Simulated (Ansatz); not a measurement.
hcp Hf was calculated with PBE (Ansatz, a first-principles code, PAW).

Settings: plane-wave cutoff 520 eV, 24×24×14 k mesh (along the axes of the cell as run), Fermi–Dirac smearing 0.037 eV (set by the program), scalar-relativistic PAW data made under PBE.

Computed at the level's own relaxed cell.

Hill averages of the elastic tensor: K = 107.0 GPa, G = 56.2 GPa. Volume 22.535 Å³/atom, mean atomic mass 178.490 u.

Work out the density, the sound velocities of a polycrystal and the elastic Debye temperature at this level.

ρ = 1.66054 × 178.490/22.535 = 13.152 g/cm³. v_l = √[(K + 4G/3)/ρ] = 3.719 km/s and v_t = √(G/ρ) = 2.067 km/s. The mean follows from 3/v_m³ = 1/v_l³ + 2/v_t³: v_m = 2.302 km/s. Θ_D = (ħ/k_B) v_m (6π²/V)^(1/3) = 76.38 K Å s/km × 2.302 × 1.3800 Å⁻¹ = 243 K, counting all atoms of the cell.
